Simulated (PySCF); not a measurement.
Compound: C₄H₃FN (charge -1).
SMILES: `Fc1ccc[n-]1`

The closed-shell ground state was solved at several levels (PySCF, density fitting, gas phase, non-relativistic). Isolated species at its PBE0-D3(BJ)/def2-SVP geometry, gas phase. The geometry's basis has no diffuse functions, a weakness for an anion. Where the HOMO energy is positive, the finite basis confines the outermost electrons. No diffuse functions stand in cc-pVDZ, def2-TZVP, pcSseg-1 and pcSseg-2, which bears on an anion's orbital energies.

```tsv
level	basis functions	HOMO (eV)	LUMO (eV)	gap (eV)
PBE0/pcSseg-1	117	-0.09	6.50	6.59
OPBE/pcSseg-2	258	0.86	4.34	3.48
LC-wPBE/pcSseg-2	258	-2.83	6.51	9.34
PBE0/IGLO-III	240	-0.29	5.47	5.76
PBE0/def2-TZVP	204	-0.17	6.40	6.57
wB97X-D/pcSseg-2	258	-2.08	6.48	8.56
mPW1PW91/pcSseg-2	258	-0.29	4.89	5.18
KT3/pcSseg-2	258	0.80	4.17	3.37
B3LYP/def2-SVPD	147	-0.11	4.96	5.07
PBE0/cc-pVDZ	99	0.26	7.26	7.00
```

(1) What might B3LYP/pcSseg-2 (258 basis functions) give for the same quantities?

(2) Over all these levels, which gives the widest orbital gap and which the narrowest?

(3) How much does the basis alone move the frontier levels among the 4 PBE0 rows?

(4) In the pcSseg-2 basis, how does the gap go with the fixed share of exact exchange?

## Answers

(1) HOMO -0.10 eV, LUMO 4.64 eV, gap 4.74 eV.

(2) LC-wPBE/pcSseg-2 (range-separated hybrid) has the widest, 9.34 eV, and KT3/pcSseg-2 (GGA) the narrowest, 3.37 eV. The two share the basis. From the narrowest to the widest the HOMO moves by -3.63 eV and the LUMO by +2.34 eV.

(3) The HOMO by 0.55 eV and the LUMO by 1.79 eV. By rising basis size (HOMO, LUMO in eV): cc-pVDZ 0.26, 7.26; pcSseg-1 -0.09, 6.50; def2-TZVP -0.17, 6.40; IGLO-III -0.29, 5.47.

(4) KT3 (0 %) 3.37 eV; OPBE (0 %) 3.48 eV; B3LYP (20 %) 4.74 eV; mPW1PW91 (25 %) 5.18 eV. Each rise in the share widens the gap here.
